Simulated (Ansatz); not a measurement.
A nudged elastic band was laid between two geometries of CH5OSi (8 atoms, charge -1, multiplicity 1).

Method: RKS PBE/def2-SVP (Ansatz 0.2.0).

```
movable images  : 5
climbing image  : yes
spring          : 5.0 eV/Å²
optimiser       : quadratic models (default)
start path      : through a guess of the saddle point
force threshold : 0.2 eV/Å
iteration limit : 60
end points      : relaxed
```

Initial state:

```xyz
8
Properties=species:S:1:pos:R:3
C -0.558 0.786 -0.492
Si 0.980 -0.426 -0.175
O 0.190 -1.593 0.942
H -1.269 0.373 -1.245
H -0.206 1.768 -0.888
H -1.146 0.990 0.435
H 1.614 0.548 0.900
H 0.395 -2.445 0.522
```

Final state:

```xyz
8
Properties=species:S:1:pos:R:3
C -0.522 0.681 -0.475
Si 1.168 -0.378 -0.373
O 0.479 -1.852 0.366
H -1.176 0.311 -1.299
H -0.321 1.759 -0.685
H -1.138 0.644 0.460
H 1.649 0.406 0.939
H -0.138 -1.571 1.069
```

**Question.** What changes between the two ends?

**Answer.** No bond is made or broken. The dihedral H7–Si2–O3–H8 goes from -138 to 51°.

**Question.** What energy profile does the band end with?

**Answer.** The run converged. The highest image is number 3 of 0 to 6, 14.9 kJ/mol above the first end and 11.8 kJ/mol above the last; the last end lies 3.1 kJ/mol above the first. The threshold of 0.2 eV/Å is loose, so the images may lie well off the minimum-energy path. Another band between the same ends (5 images) ends at a top of the same energy, where a vibrational analysis finds 1 clearly imaginary mode. Limits of this set-up: an anion without diffuse functions, the dipole of an ion depends on the origin.

```csv
image,path coordinate (Å),energy (kJ/mol),dihedral H7–Si2–O3–H8 (°)
0,0.00,0.0,-138
1,0.41,2.7,-104
2,0.81,10.0,-71
3,1.22,14.9,-35
4,1.61,10.3,2
5,2.01,5.0,30
6,2.41,3.1,51
```

**Question.** What is the geometry of the highest image?

**Answer.** 
```xyz
8
Properties=species:S:1:pos:R:3
C -0.563 0.799 -0.530
Si 0.974 -0.445 -0.362
O 0.088 -1.794 0.445
H -1.225 0.505 -1.377
H -0.214 1.836 -0.747
H -1.196 0.831 0.388
H 1.524 0.292 0.951
H 0.610 -2.023 1.232
```

The band took 12 iterations and of the order of 3 core-minutes.

Time of the run: 4.8 min on 1 CPU thread of a shared host.
